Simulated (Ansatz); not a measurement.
**SiO (singlet): from Hartree-Fock to the top rungs, cc-pV(T+d)Z**

How much of the correlation energy of SiO (singlet) does each wave-function method recover here?

The runs use Ansatz 0.2.0, Gaussian basis; cc-pV(T+d)Z, core rule «outside noble gas», up to 6 orbitals frozen.

The runs, in order: UHF; CCSD(T) on RHF; BCCD(T) on RHF; CISD; CCSDT(Q) on RHF; CCSDTQ on RHF; CASSCF and MRCISD+Q, 10 electrons in 8 orbitals; CASSCF and NEVPT2, 10 electrons in 8 orbitals.

10 further runs of the same task are left out: 10 set aside as unsound or not needed.

## Step 1: The system

The geometry is an MP2(full)/6-31G* stationary point (not a proven minimum).

2 atoms, charge 0, spin multiplicity 1.

Atoms are counted from 1 here; the program's logs count them from 0.

Bond lengths: Si1–O2 1.542 Å.

## Step 2: UHF

The input, in.yaml:

```yaml
crystal:
  periodic: [false, false, false]
  atoms:
    - {symbol: Si, position_ang: [0.000000, 0.000000, 0.000000]}
    - {symbol: O, position_ang: [0.000000, 0.000000, 1.542326]}
basis:
  gaussian: {orbitals: "cc-pV(T+d)Z.json"}
magnetization: {spin_polarized: true, initial_magnetization: 0}
hamiltonian: {xc: hf}
output: {orbitals: {seedname: orbitals}}
```

Launch:

```sh
ansatz run in.yaml --threads 1 --pin off --events-out ev --progress --plain --max-ram 3956MiB --backend cpu
```

The runs that follow: CCSD(T) on RHF; BCCD(T) on RHF; CISD; CCSDT(Q) on RHF; CCSDTQ on RHF; CASSCF and MRCISD+Q, 10 electrons in 8 orbitals; CASSCF and NEVPT2, 10 electrons in 8 orbitals.

**Question.** What will the summary of the whole plan be? Wanted: RCCSDTQ below the RHF energy; RMP2 from RCCSDTQ; RCCSD from RCCSDTQ; RCCSD(T) from RCCSDTQ; RCCSDT(Q) from RCCSDTQ; NEVPT2 valence from RCCSDTQ; MRCISD+Q valence from RCCSDTQ; T1 diagnostic; effectively unpaired electrons.

The runs gave:

| quantity | value |
| --- | --- |
| RCCSDTQ below the RHF energy | -9.8148 eV |
| RMP2 from RCCSDTQ | +563.5 meV |
| RCCSD from RCCSDTQ | +546.9 meV |
| RCCSD(T) from RCCSDTQ | +46.6 meV |
| RCCSDT(Q) from RCCSDTQ | -10.3 meV |
| NEVPT2 valence from RCCSDTQ | +1420.5 meV |
| MRCISD+Q valence from RCCSDTQ | +126.2 meV |
| levels within 1 kcal/mol (43 meV) | BCCD(T), RCCSDT, RCCSDT(Q) |
| T1 diagnostic | 0.028 |
| effectively unpaired electrons | 0.04 |

**Reading.** RCCSD(T) misses by +46.6 meV, 0.5 % of the correlation energy. One determinant dominates. Of the multireference levels listed MRCISD+Q valence comes nearest in total energy (+126.2 meV), which doesn't show that its space is the better one. These misses are within one basis, not against nature.
